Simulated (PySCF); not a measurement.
Two-photon absorption: `C(C=C=C)=S`, C4H4S

Cartesian coordinates in Å; atom numbers follow the order of the lines, from 1:
```xyz
9

C    -1.8544    0.4280   -0.3745
C    -0.6176    0.4027   -0.0163
C     0.6472    0.3556    0.3416
C     1.4767   -0.7816    0.1037
S     3.0451   -0.8564    0.5381
H    -2.6453    0.0961    0.2796
H    -2.1615    0.7915   -1.3429
H     1.1030    1.2022    0.8394
H     1.0204   -1.6322   -0.3939
```

Method: PySCF 2.14.0, TDDFT CAM-B3LYP/def2-SVPD excited states, vertical, gas phase. Geometry: GFN2-xTB.

Q: Give the one- and two-photon strengths of the lowest singlets.

A: δ for parallel linear polarisation; σ at the peak of a Lorentzian of half width 0.1 eV, single beam; Ω is circular over linear.
| state | E (eV) | f | photon λ (nm) | δ (au) | σ (GM) | Ω | main |
| --- | --- | --- | --- | --- | --- | --- | --- |
| S1 | 2.27 | 0.000 | 1093 | 0.48 | 0.00 | 1.50 | HOMO→LUMO 0.97 |
| S2 | 4.82 | 0.649 | 515 | 250 | 2.12 | 0.48 | HOMO−1→LUMO 0.95 |
| S3 | 4.90 | 0.001 | 506 | <0.1 | 0.00 | – | HOMO−2→LUMO 0.93 |
| S4 | 5.84 | 0.000 | 424 | <0.1 | 0.00 | – | HOMO−1→LUMO+1 0.90 |
| S5 | 6.03 | 0.011 | 411 | 12.5 | 0.17 | 1.47 | HOMO→LUMO+1 0.86 |

Among these, the strongest one-photon state is S2, the strongest two-photon state S2, with a dipole change of 1.7 D (relaxed, norm of the difference vector).
